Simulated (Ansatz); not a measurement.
Geometry optimisation, UKS B3LYP-D4/def2-TZVP (Ansatz 0.2.0).

input.yaml

```yaml
crystal:
  periodic: [false, false, false]
  atoms:
    - { symbol: "N", position_ang: [-1.103, 0.1389, -0.4632] }
    - { symbol: Al, position_ang: [0.6936, -0.2897, -0.3672] }
    - { symbol: O, position_ang: [1.4035, -0.7286, 1.2394] }
    - { symbol: H, position_ang: [-1.5172, -0.462, -1.1614] }
    - { symbol: H, position_ang: [-1.1945, 1.1312, -0.914] }
    - { symbol: H, position_ang: [1.7596, 0.1461, 1.6202] }
magnetization:
  spin_polarized: true
  initial_magnetization: 1
basis:
  gaussian: { orbitals: def2-TZVP }
hamiltonian:
  xc: b3lyp
  dispersion: d4
relax:
  f_tol: 0.015
  max_steps: 40
```

Run as:

```bash
$ ansatz run input.yaml --threads 2 --pin off --max-ram 3072MiB --backend cpu --events-out ev --progress --plain --runs-dir out
```

**Question.** Where does it end, and by what steps?

**Answer.** It converged. After 13 steps the energy has fallen by 0.780 eV; Al2 moved furthest, 0.94 Å.

| step | energy less start (eV) | largest force component (eV/Å) | accepted |
| --- | --- | --- | --- |
| 0 | 0.0000 | 2.525 | yes |
| 1 | -0.2327 | 1.328 | yes |
| 2 | -0.3485 | 0.505 | yes |
| 3 | -0.3964 | 0.419 | yes |
| 4 | -0.4232 | 0.869 | yes |
| 5 | -0.5185 | 0.488 | yes |
| 6 | -0.5956 | 0.935 | yes |
| 7 | -0.7054 | 0.493 | yes |
| 8 | -0.7678 | 0.243 | yes |
| 9 | -0.7756 | 0.363 | yes |
| 10 | -0.7456 | 1.235 | no |
| 11 | -0.7800 | 0.064 | yes |
| 12 | -0.7801 | 0.038 | yes |
| 13 | -0.7804 | 0.003 | yes |

```xyz
6
Properties=species:S:1:pos:R:3
N -0.920 0.239 -0.772
Al 0.640 0.570 0.006
O 1.172 -0.596 1.138
H -1.484 -0.577 -0.583
H -1.362 0.829 -1.458
H 1.995 -0.529 1.624
```

Time of the run: 13 s on 2 threads of AMD EPYC 9R45 96-Core Processor (Zen 5), on a shared host, peak memory 0.23 GiB.
